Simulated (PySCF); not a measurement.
# Static response to an electric field

Species: C₄H₁₁OP.
Cartesian coordinates in Å at the GFN2-xTB level; atoms count from 1:
```xyz
17
C4H11OP angstrom
C      2.0111    0.2139    0.8386
P      1.1288    0.9395   -0.6256
C      0.0927   -0.5446   -1.1083
C     -1.0544   -0.8375   -0.1485
C     -1.9064    0.4073    0.0874
O     -1.1666    1.4327    0.7008
H      2.2176   -0.8459    0.6959
H      1.4227    0.3533    1.7440
H      2.9494    0.7512    0.9617
H      2.1498    0.5775   -1.5289
H     -0.3100   -0.3249   -2.1009
H      0.7406   -1.4221   -1.1905
H     -0.6545   -1.1804    0.8109
H     -1.6846   -1.6330   -0.5531
H     -2.2376    0.8193   -0.8684
H     -2.7917    0.1540    0.6881
H     -0.9139    1.1518    1.5867
```

Level: CAM-B3LYP/def2-SVPD (PySCF), static field, nuclei fixed, core orbitals frozen in the response. The polarisability tensor in these axes (au):

```
x   87.75  3.84  1.29
y    3.84 75.10  0.71
z    1.29  0.71 77.49
```

Q: What are the eigenvalues, a third of the trace, and Δα (Δα² = ½Σ(αi − αj)² over the three pairs)?

A: Principal values 73.99, 77.34 and 89.01 au; mean 80.11 au = 11.87 Å³ = 13.21 × 10⁻⁴⁰ C²·m²/J; Δα = 13.65 au (17 % of the mean).

Q: What is the dipole moment, and where does it point?

A: (-0.68, -2.41, 1.07) D, 2.72 D in size, pointing from the negative to the positive side. Measured along this direction, the outermost atoms are H10 at the negative end and H14 at the positive end.

Q: What are the principal values of the traceless quadrupole moment, Θ = ½Σq(3rr − r²1), about the centre of nuclear charge?

A: -7.49, 1.78, 5.71 D·Å. The values depend on the origin, since the dipole doesn't vanish. The electronic extent ⟨r²⟩ about the same centre is 817 bohr², a root-mean-square distance of 1.99 Å for the 58 electrons.

Q: Form Σ f/ω² (atomic units) for the 8 lowest TDDFT singlets, given as eV and f, and set it beside the mean polarisability, which is this sum over all singlets: 5.73, 0.0199; 6.24, 0.0507; 6.52, 0.0178; 6.87, 0.1443; 7.00, 0.0475; 7.33, 0.0203; 7.47, 0.0008; 7.75, 0.0022.

A: They add up to 5.02 au, 6.3 % of the 80.11 au; the largest single term is 2.27 au, from the state at 6.87 eV. Terms in order: 0.45, 0.97, 0.31, 2.27, 0.72, 0.28, 0.01, 0.03 au. Higher excitations give the rest. The strengths listed sum to 0.304.

Q: What molar refraction does this α imply?

A: Lorentz–Lorenz: R = (4π/3)N_A α = 2.5225 cm³/(mol·Å³) × 11.87 Å³ = 29.9 cm³/mol, in the limit of long wavelengths.

Q: What depolarisation ratio follows for Rayleigh scattering of linearly polarised light, taking the static tensor?

A: ρ = 3Δα²/(45ᾱ² + 4Δα²) = 559.1/(288821 + 745.5) = 0.00193.

Q: Refractivity n − 1 of an ideal gas of it at 500 K and 1 atm, from the electronic α?

A: N = p/kT = 1.4678 × 10¹⁹ cm⁻³, so n − 1 = 2π × N × 11.87 × 10⁻²⁴ cm³ = 1095 × 10⁻⁶ at long wavelengths, for an ideal gas.

Isolated species at its GFN2-xTB geometry (one conformer only).

The run behind these numbers computed excited states as well. The run took 32 s of wall time on an Intel Xeon Platinum 8488C with one thread, no GPU, shared host, and the process peaked at 0.94 GiB of memory.
